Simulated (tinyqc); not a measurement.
ROHF in the sto-6g basis, for LiH, spin multiplicity 3, step by step. One step of it, computed by the program tinyqc.

Problem. Iteration 3: building the Fock matrix. J_ij = sum D_kl (ij|kl) with D = D(alpha) + D(beta), K_ij = sum D_kl (ik|jl) for each spin; F = H + J - K(s); E = tr D H + tr D J / 2 - 0.5 sum_s tr D(s) K(s) + E_nn.

D(alpha) after iteration 2, lower triangle:
```
            1Li 1s     1Li 2s    1Li 2px    1Li 2py   1Li 2pz     2H 1s
1Li 1s    1.026202
1Li 2s   -0.121899   0.559332
1Li 2px  -0.032766   0.128948   0.030089
1Li 2py  -0.000790  -0.007700  -0.000615   0.004001
1Li 2pz   0.115965  -0.452492  -0.112020  -0.019604  0.537416
2H 1s    -0.061192   0.222210   0.035781  -0.055503  0.168057  0.796603
```

D(beta) after iteration 2, lower triangle:
```
            1Li 1s     1Li 2s    1Li 2px   1Li 2py   1Li 2pz     2H 1s
1Li 1s    0.988146
1Li 2s    0.023918   0.000579
1Li 2px   0.000907   0.000022   0.000001
1Li 2py  -0.002692  -0.000065  -0.000002  0.000007
1Li 2pz  -0.002699  -0.000065  -0.000002  0.000007  0.000007
2H 1s    -0.004387  -0.000106  -0.000004  0.000012  0.000012  0.000019
```

core Hamiltonian H = T + V (hartree), lower triangle:
```
            1Li 1s     1Li 2s    1Li 2px    1Li 2py    1Li 2pz      2H 1s
1Li 1s   -4.617969
1Li 2s   -0.978587  -1.260286
1Li 2px   0.000000   0.000000  -1.036585
1Li 2py   0.000000   0.000000   0.000000  -1.036585
1Li 2pz  -0.004370  -0.049235   0.000000   0.000000  -1.067074
2H 1s    -0.008819  -0.137416   0.000000   0.000000  -0.208384  -0.973739
```

Two-electron integrals (ij|kl) in chemists' order, unique and non-zero (hartree):
```
(11|11) 1.681247   (21|11) 0.242603   (21|21) 0.044507   (22|11) 0.397190
(22|21) 0.090279   (22|22) 0.290625   (31|31) 0.009437   (32|31) 0.014261
(32|32) 0.064236   (33|11) 0.397190   (33|21) 0.090279   (33|22) 0.290625
(33|33) 0.313125   (41|41) 0.009437   (42|41) 0.014261   (42|42) 0.064236
(43|43) 0.016875   (44|11) 0.397190   (44|21) 0.090279   (44|22) 0.290625
(44|33) 0.279374   (44|44) 0.313125   (51|51) 0.009437   (52|51) 0.014261
(52|52) 0.064236   (53|53) 0.016875   (54|54) 0.016875   (55|11) 0.397190
(55|21) 0.090279   (55|22) 0.290625   (55|33) 0.279374   (55|44) 0.279374
(55|55) 0.313125   (61|11) 0.002048   (61|21) 0.000373   (61|22) 0.000786
(61|33) 0.000774   (61|44) 0.000774   (61|51) 0.000051   (61|52) 0.000111
(61|55) 0.000808   (61|61) 3.49e-06   (62|11) 0.023330   (62|21) 0.005473
(62|22) 0.021742   (62|33) 0.020532   (62|44) 0.020532   (62|51) 0.000729
(62|52) 0.006523   (62|55) 0.024161   (62|61) 0.000057   (62|62) 0.004807
(63|31) 0.000191   (63|32) 0.001292   (63|53) 0.000634   (63|63) 0.000146
(64|41) 0.000191   (64|42) 0.001292   (64|54) 0.000634   (64|64) 0.000146
(65|11) 0.035026   (65|21) 0.008238   (65|22) 0.033170   (65|33) 0.031163
(65|44) 0.031163   (65|51) 0.001148   (65|52) 0.010353   (65|55) 0.037184
(65|61) 0.000087   (65|62) 0.007723   (65|65) 0.012431   (66|11) 0.167566
(66|21) 0.039502   (66|22) 0.166295   (66|33) 0.156573   (66|44) 0.156573
(66|51) 0.004369   (66|52) 0.048438   (66|55) 0.185736   (66|61) 0.000405
(66|62) 0.052920   (66|65) 0.086386   (66|66) 0.774999
```

nuclear repulsion = 0.50270159 hartree

Give: Coulomb J; exchange K(alpha); exchange K(beta); F(alpha); F(beta); total energy of this density.

Solution.

Coulomb J (hartree), lower triangle:
```
          1Li 1s   1Li 2s  1Li 2px  1Li 2py  1Li 2pz   2H 1s
1Li 1s    3.9438
1Li 2s    0.6187   1.2644
1Li 2px   0.0031   0.0158   1.2500
1Li 2py  -0.0003  -0.0012   0.0000   1.2491
1Li 2pz  -0.0066  -0.0100  -0.0037  -0.0007   1.2940
2H 1s     0.0052   0.1129   0.0002  -0.0001   0.1759  1.1551
```

exchange K(alpha) (hartree), lower triangle:
```
          1Li 1s   1Li 2s  1Li 2px  1Li 2py  1Li 2pz   2H 1s
1Li 1s    1.6964
1Li 2s    0.2539   0.2379
1Li 2px   0.0002   0.0431   0.0616
1Li 2py  -0.0012  -0.0040  -0.0002   0.0538
1Li 2pz   0.0000  -0.1282  -0.0320  -0.0076   0.2379
2H 1s     0.0025   0.0876   0.0048  -0.0095   0.1225  0.6723
```

exchange K(beta) (hartree), lower triangle:
```
          1Li 1s   1Li 2s  1Li 2px  1Li 2py  1Li 2pz   2H 1s
1Li 1s    1.6729
1Li 2s    0.2502   0.0484
1Li 2px   0.0004   0.0001   0.0100
1Li 2py  -0.0011  -0.0003   0.0000   0.0100
1Li 2pz  -0.0013  -0.0003   0.0000   0.0000   0.0100
2H 1s     0.0018   0.0003   0.0000   0.0000   0.0000  0.0000
```

F(alpha) (hartree), lower triangle:
```
          1Li 1s   1Li 2s  1Li 2px  1Li 2py  1Li 2pz    2H 1s
1Li 1s   -2.3705
1Li 2s   -0.6137  -0.2338
1Li 2px   0.0029  -0.0274   0.1519
1Li 2py   0.0009   0.0028   0.0002   0.1587
1Li 2pz  -0.0109   0.0690   0.0283   0.0068  -0.0109
2H 1s    -0.0061  -0.1121  -0.0046   0.0094  -0.1551  -0.4909
```

F(beta) (hartree), lower triangle:
```
          1Li 1s   1Li 2s  1Li 2px  1Li 2py  1Li 2pz   2H 1s
1Li 1s   -2.3471
1Li 2s   -0.6101  -0.0443
1Li 2px   0.0027   0.0157   0.2034
1Li 2py   0.0008  -0.0009   0.0000   0.2025
1Li 2pz  -0.0097  -0.0588  -0.0037  -0.0007   0.2169
2H 1s    -0.0053  -0.0248   0.0002  -0.0001  -0.0326  0.1813
```

total energy of this density = -7.808447 hartree
